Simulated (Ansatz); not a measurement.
Antiferromagnetic (type II) rock-salt NiO was calculated with PBEsol in Ansatz (PAW).

Numerical settings: plane-wave cutoff 930 eV, 14×14×14 k mesh, Fermi–Dirac smearing 0.01 eV, spin-polarised with opposed moments, scalar-relativistic PAW data made under PBE.

Starting structure:

```
CELL_PARAMETERS angstrom
      4.18000     2.09000     2.09000
      2.09000     4.18000     2.09000
      2.09000     2.09000     4.18000
ATOMIC_POSITIONS crystal
  Ni 0.00000 0.00000 0.00000
  Ni 0.50000 0.50000 0.50000
  O  0.25000 0.25000 0.25000
  O  0.75000 0.75000 0.75000
```

Q: Into what structure does the relaxation of cell and atoms lead at this level, with the symmetry of the start kept?

A: The volume decreases by 4.2 %; final space group R-3m.
```
CELL_PARAMETERS angstrom
      4.10613     2.03920     2.03920
      2.03920     4.10613     2.03920
      2.03920     2.03920     4.10613
ATOMIC_POSITIONS crystal
  Ni 0.00000 0.00000 0.00000
  Ni 0.50000 0.50000 0.50000
  O  0.25000 0.25000 0.25000
  O  0.75000 0.75000 0.75000
```

Ansatz is a program for electronic structure.
